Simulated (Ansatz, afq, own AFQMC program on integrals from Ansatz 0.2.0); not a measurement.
Integrals from Ansatz 0.2.0, then the random walk in our own AFQMC program (afq).

```yaml
crystal:
  periodic: [false, false, false]
  atoms:
    - {symbol: B, position_ang: [-0.458479, 0.000000, 1.278641]}
    - {symbol: Al, position_ang: [0.161394, 0.000000, -0.526719]}
    - {symbol: H, position_ang: [-0.074280, 0.000000, 2.397608]}
    - {symbol: H, position_ang: [0.671493, 0.000000, -2.012364]}
basis:
  gaussian: {orbitals: cc-pVDZ}
magnetization: {spin_polarized: true, initial_magnetization: 2}
correlation: {method: ccsd_t, electrons: outside_noble_gas, hamiltonian_folder: ham}
```

```sh
$ ansatz run in.yaml --threads 1 --pin off --events-out ev --progress --plain --max-ram 1382MiB
```

Options of the walk:

```
--method phaseless --trial hf --walkers 120 --populations 1 --least-time 40 --time-step 0.005 --steps-per-block 20 --equilibration-blocks 112 --max-blocks 600 --target-error 0.00102 --factor-cut 1e-05 --start spin_pure --seed 2741 --taylor-order 6
```

Times are imaginary, in 1/Eh. The walk had a cap of 932 s.

Log:

```
orbitals 36  electrons 5 3  factors 270 of 401
reference energy -267.64613406 Eh
CCSD correlation -0.14801378 Eh in 12 cycles, weight of the determinant in the CISD state 0.8949
energy of the start -267.646397 Eh
 block  time / (1/Eh)  mean weight  energy / Eh
     1     0.100  1.0007  -267.669375
     2     0.200  1.0005  -267.688277
     3     0.300  1.0010  -267.703498
     4     0.400  1.0001  -267.716379
     5     0.500  1.0010  -267.725509
    10     1.000  1.0004  -267.761948
    86     8.600  0.9998  -267.804678
   171    17.100  1.0005  -267.812806
   256    25.600  0.9993  -267.781280
   341    34.100  0.9995  -267.789225
   426    42.600  0.9987  -267.823480
   460    46.000  0.9944  -267.769278
   511    51.100  1.0012  -267.796886
   596    59.600  1.0005  -267.782782
   681    68.100  1.0013  -267.806639
   698    69.800  1.0007  -267.788114
blocks merged  error / Eh  count
     1  0.000468  600
     2  0.000629  300
     4  0.000824  150
     8  0.001039  75
    16  0.001274  37
    32  0.001540  18
    64  0.001355  9
energy -267.796367 +/- 0.001540 Eh
(rows thinned)
```

The run passed its tests (sampling time, drift between the halves within three errors, error under three times the target), which doesn't prove that it has relaxed.

Against this walk (error 41.9 meV) on the same determinant: CCSD(T) 67.8 meV lower (within the noise), CCSDT(Q) 112.1 meV lower, a separate phaseless walk with a CISD trial and standard settings 111.6 ± 42.8 meV lower. The error is statistical and leaves out the bias of the constraint.

Cautions: constraint bias not in the error; error above the target (41.9 against 27.8 meV); lower spins were not checked.

The walk took 2.2 min on 1 thread of Intel(R) Xeon(R) 6975P-C (Granite Rapids) (shared host). The log's last line is the phaseless energy.

CCSDT and higher add their correlation energy to the determinant of the CCSD(T) run, since their own runs factorise the integrals more tightly (a shift of under 2 meV). A walk keeps the symmetry of its determinant, which the program's search chose and which needn't be the lowest solution, so a lower state of the same spin and another symmetry isn't excluded.
